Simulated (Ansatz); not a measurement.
Two structures of CH$_{5}$, doublet, reached by relaxing down either side of one saddle point (PBE0-D4/def2-TZVP). Energies are electronic, without zero-point energy. Program: Ansatz 0.2.0. Basis: def2-TZVPP and def2-QZVPP. Cores are frozen in the correlated methods; orbitals are unrestricted. Extrapolation: Hartree–Fock as exp(−7.88 √X), correlation as X^−2.97. First:

```
6
angstrom
H 0.3471 0.0230 -0.2328
C -0.5564 -0.0375 0.3732
H 2.7821 0.1874 -1.8660
H -0.8770 0.9670 0.6484
H -1.3449 -0.5267 -0.1980
H -0.3508 -0.6131 1.2753
```

Second:

| atom | x (Å) | y (Å) | z (Å) |
| --- | --- | --- | --- |
| H1 | 1.4911 | 0.1003 | -1.0001 |
| C2 | -0.8973 | -0.0604 | 0.6019 |
| H3 | 2.1110 | 0.1421 | -1.4160 |
| H4 | -0.9219 | 1.0166 | 0.6817 |
| H5 | -1.4140 | -0.5539 | -0.2083 |
| H6 | -0.3689 | -0.6447 | 1.3409 |

Q: Which bonds change from the first to the second?

A: CH₄ + H → CH₃ + H₂; bonds formed: H1–H3; bonds broken: H1–C2.

Q: Give the saddle point's structure and its height above each. (To be estimated.)

A: Computed: 61.4 kJ/mol above the first and 50.3 kJ/mol above the second (CCSD(T) at an estimated basis limit (MP2 extrapolated from triple and quadruple zeta, plus CCSD(T) − MP2 in triple zeta)).
| atom | x (Å) | y (Å) | z (Å) |
| --- | --- | --- | --- |
| H1 | 0.7732 | 0.0520 | -0.5186 |
| C2 | -0.4270 | -0.0287 | 0.2865 |
| H3 | 1.4994 | 0.1008 | -1.0057 |
| H4 | -0.6355 | 1.0163 | 0.4884 |
| H5 | -1.1181 | -0.5256 | -0.3857 |
| H6 | -0.0919 | -0.6148 | 1.1353 |

The T1 diagnostic stays at or below 0.016. ⟨S²⟩ of the unrestricted Hartree–Fock references: 0.75 to 0.79 (a pure state has 0.75).

For scale, one of the runs: CCSD(T)/def2-TZVPP, 101 basis functions, launched by `ansatz run in.yaml --threads 2 --pin off --events-out ev --progress --plain --max-ram 4352MiB`. Hardware: 2 CPU threads of an AMD EPYC 7R43, shared host. Wall time 6 s; peak host memory 0.65 GiB.
